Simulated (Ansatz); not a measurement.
**C4H6O: up Jacob's ladder to CCSD(T)**

One table from this session's results is given with a row withheld; the runs are named, their logs left out.

Computed with Ansatz 0.2.0, Gaussian basis. Level: functionals in def2-TZVPP, the program's frozen cores in correlated methods.

The runs, in order: PBE-D4, r2SCAN-D4, PBE0-D4, B3LYP-D4, ωB97X-V, ωB97M-V, B2PLYP; CCSD(T)/def2-TZVPP; CCSD(T)/def2-QZVPP; extrapolation to the limit.

## The relaxed structure

An earlier PBE0-D4 in a triple-zeta def2 set relaxation fixed the geometry.

SMILES `C=C/C=C\O`, 11 atoms, charge 0, spin multiplicity 1.

Atoms are counted from 1 here; the program's logs count them from 0.

Bond lengths: C1–C2 1.334 Å, C1–H6 1.085 Å, C1–H7 1.083 Å, C2–C3 1.443 Å, C2–H8 1.090 Å, C3–C4 1.339 Å, C3–H9 1.084 Å, C4–O5 1.347 Å, C4–H10 1.083 Å, O5–H11 0.963 Å. Angles: C2–C1–H6 121.2°, C2–C1–H7 121.5°, H6–C1–H7 117.2°, C1–C2–C3 124.9°, C1–C2–H8 117.1°, C3–C2–H8 118.1°, C2–C3–C4 125.8°, C2–C3–H9 117.6°, C4–C3–H9 116.5°, C3–C4–O5 127.6°, C3–C4–H10 121.5°, O5–C4–H10 110.9°, C4–O5–H11 109.8°.

Coordinates:

```mol
C4H6O
  3D, bonds by distance, orders not assigned

 11 10  0  0  0  0  0  0  0  0999 V2000
   -1.7099    1.0599    0.1458 C   0  0
   -0.6531    0.3518   -0.2566 C   0  0
    0.3932   -0.1339    0.6108 C   0  0
    1.4612   -0.8456    0.2287 C   0  0
    1.7762   -1.2487   -1.0174 O   0  0
   -1.8475    1.3211    1.1899 H   0  0
   -2.4644    1.3976   -0.5530 H   0  0
   -0.5823    0.1281   -1.3212 H   0  0
    0.3159    0.0930    1.6680 H   0  0
    2.2068   -1.1752    0.9422 H   0  0
    1.1039   -0.9481   -1.6372 H   0  0
  1  2  8  0
  2  3  8  0
  3  4  8  0
  4  5  8  0
  1  6  8  0
  1  7  8  0
  2  8  8  0
  3  9  8  0
  4 10  8  0
  5 11  8  0
M  END
```

Set-up of the first run:

Input file in.yaml:

```yaml
crystal:
  periodic: [false, false, false]
  atoms:
    - {symbol: C, position_ang: [-1.709858, 1.059869, 0.145849]}
    - {symbol: C, position_ang: [-0.653056, 0.351827, -0.256613]}
    - {symbol: C, position_ang: [0.393242, -0.133857, 0.610763]}
    - {symbol: C, position_ang: [1.461168, -0.845576, 0.228669]}
    - {symbol: O, position_ang: [1.776173, -1.248702, -1.017395]}
    - {symbol: H, position_ang: [-1.847542, 1.321076, 1.189865]}
    - {symbol: H, position_ang: [-2.464445, 1.397621, -0.552999]}
    - {symbol: H, position_ang: [-0.582281, 0.128102, -1.321195]}
    - {symbol: H, position_ang: [0.315888, 0.093000, 1.668040]}
    - {symbol: H, position_ang: [2.206777, -1.175243, 0.942244]}
    - {symbol: H, position_ang: [1.103923, -0.948098, -1.637238]}
basis:
  gaussian: {orbitals: def2-TZVPP}
hamiltonian: {xc: pbe, dispersion: d4}
output: {forces: true, orbitals: {seedname: orbitals}}
```

The run is started by

```sh
$ ansatz run in.yaml --threads 2 --pin off --events-out ev --progress --plain --max-ram 32768MiB --backend cpu
```

Among the steps run: PBE-D4 (GGA); r2SCAN-D4 (meta-GGA); PBE0-D4 (hybrid); B3LYP-D4 (hybrid); ωB97X-V (range-separated); ωB97M-V (range-separated); B2PLYP (double hybrid); CCSD(T) in def2-TZVPP; CCSD(T) in def2-QZVPP.

One of the session's tables, all rows but one given; the rest of the session is left out.

It belongs to the step «Atomisation energies». 

```
            method  atomisation energy (eV)
            PBE-D4                   49.947
         r2SCAN-D4                   48.616
           PBE0-D4                   48.811
          B3LYP-D4                        ?
           ωB97X-V                   48.253
           ωB97M-V                   48.442
            B2PLYP                   47.990
     HF/def2-TZVPP                   35.116
    MP2/def2-TZVPP                   48.095
   CCSD/def2-TZVPP                   46.286
CCSD(T)/def2-TZVPP                   47.115
           MP2/CBS                   49.272
       CCSD(T)/CBS                   48.251
```

Estimate the missing values for B3LYP-D4.

The run gave: atomisation energy (eV): 48.465. In the column «atomisation energy (eV)» it lies between ωB97M-V (48.442) and r2SCAN-D4 (48.616).
